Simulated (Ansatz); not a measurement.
A structure drawn as `C=C=C`, with this starting geometry:

```xyz
7

C     1.152    0.463    0.168
C     0.017   -0.005    0.010
C    -1.155   -0.463   -0.128
H     1.649    0.442    1.072
H     1.750    0.904   -0.686
H    -2.041    0.169   -0.014
H    -1.372   -1.510   -0.421
```

Charge 0, multiplicity 1.

**Question.** Relax it with Ansatz at PBE-D4/def2-SVP and then PBE0-D4/def2-TZVP. Is the drawn bonding still there?

**Answer.** Yes, every drawn bond is still there and no new one forms.

**Question.** Give the relaxed structure. (Best estimate.)

**Answer.** Ansatz gave: 
```xyz
7

C    -0.002    0.452   -1.218
C     0.000    0.000    0.000
C     0.002   -0.452    1.218
H     0.902    0.846   -1.672
H    -0.907    0.449   -1.816
H    -0.208    0.200    2.059
H     0.214   -1.495    1.429
```
All modes are real.

Atoms count as bonded under 1.1 times the sum of their covalent radii (H–H under 0.85 Å, pairs among N, O and F under 1.55 Å), and a drawn bond as lost past 1.3 times.
